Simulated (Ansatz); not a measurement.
# Multireference treatment of CH₂, singlet

Calculated in Ansatz's Gaussian-basis code. Basis aug-cc-pVTZ, nonrelativistic, 1 orbital frozen in the corrections. State-specific CASSCF; RHF is the lowest restricted (open-shell) Hartree–Fock solution met. No symmetry is imposed, so a solution can break that of the shape. No proof that the lowest CASSCF solution was found.

Geometry:

```xyz
3

C     0.0000    0.0000    0.0000
H     0.0000    0.8627    0.6937
H     0.0000   -0.8627    0.6937
```

Question: What do CASSCF and its corrections give against RHF in CAS(6,6), and what are the occupations?

Answer: CASSCF -1.678 eV, SC-NEVPT2 -3.978 eV; occupations 1.98, 1.98, 1.91, 0.09, 0.02, 0.02.

Question: Roughly how much CPU time does a whole run from the default start take (median of such runs, summed over threads; nearly all runs on one pinned thread of a shared server, mostly Xeon at 2.3 to 2.6 GHz, by a development driver)?

Answer: CAS(6,6): about 5.4 s. Other jobs ran beside these, and the count of passes differs.
